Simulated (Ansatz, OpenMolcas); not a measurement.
**Predicting a hybrid from its neighbours: HNO2 (nitrous acid)**

The species is HNO2 (4 atoms), meant as a singlet with charge 0. As SMILES, `O=NO`. The coordinates come from a PBE0-D4/def2-TZVP relaxation.

The HOMO–LUMO gap y, in eV, basis def2-TZVP; a is the functional's share of exact exchange. Programs: Ansatz 0.2.0, OpenMolcas 26.06.

| functional | program | a | y (eV) |
| --- | --- | --- | --- |
| TPSS | OpenMolcas | 0 | 3.37 |
| revPBE | Ansatz | 0 | 3.17 |
| B3LYP | Ansatz | 0.2 | ? |
| r2SCAN0 | Ansatz | 0.25 | 6.34 |
| PBE0 | Ansatz | 0.25 | 6.02 |
| BHLYP | Ansatz | 0.5 | 9.04 |

Problem. Fit y = c + s·a to the known rows and predict B3LYP.

Solution. 
1. Means of the 5 rows: a = 0.2000, y = 5.588.
2. Σ(Δa)² = 0.175, Σ(Δa·Δy) = 2.022, so the slope is 2.022/0.175 = 11.554.
3. Intercept: 5.588 − (11.554) × 0.2000 = 3.277. The largest residual of the fit is 0.17.
4. B3LYP: 3.277 + (11.554) × 0.2 = 5.59 eV.

The run gave 5.46 eV, so the prediction is off by +0.13 eV, within the largest residual. Exact exchange lowers occupied levels and raises empty ones. The rows mix families of semi-local functionals, which the line can't see.
